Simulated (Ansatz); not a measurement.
## A substitution series on C: CH3 to F

On one C centre, n of the CH3 ligands are replaced by F. The atomisation energy (no zero-point term) y in kJ/mol at CCSD(T)/CBS estimate. Shapes: PBE0-D4/def2-TZVP. Programs: Ansatz 0.2.0.

| molecule | n | y (kJ/mol) |
| --- | --- | --- |
| C5H12 | 0 | 6693 |
| C4H9F | 1 | 5516 |
| C3H6F2 | 2 | ? |
| C2H3F3 | 3 | 3182 |
| CF4 | 4 | 1997 |

Q: Fit y = c + s·n to the known rows and predict C3H6F2.

A: 
1. Means of the 4 rows: n = 2.00000, y = 4347.0.
2. Σ(Δn)² = 10, Σ(Δn·Δy) = -11726, so the slope is -11726/10 = -1172.6.
3. Intercept: 4347.0 − (-1172.6) × 2.00000 = 6692.2. The largest residual of the fit is 7.6.
4. C3H6F2: 6692.2 + (-1172.6) × 2 = 4347 kJ/mol.

The run gave 4349 kJ/mol, so the prediction is off by -2 kJ/mol, within the largest residual. The steps per swap are -1177, -1167, -1167, -1185 kJ/mol. The slope is the difference between a C–F and a C–CH3 bond with the ligands’ own bonds. Other levels give for C3H6F2: r2SCAN-D4/def2-TZVPP 4366; BHLYP-D4/def2-TZVPP 4211; CCSD(T)/def2-TZVPP 4250 kJ/mol. The CBS estimate extrapolates MP2 from def2-TZVPP and def2-QZVPP and adds CCSD(T) − MP2 in the triple-zeta set, cores frozen.
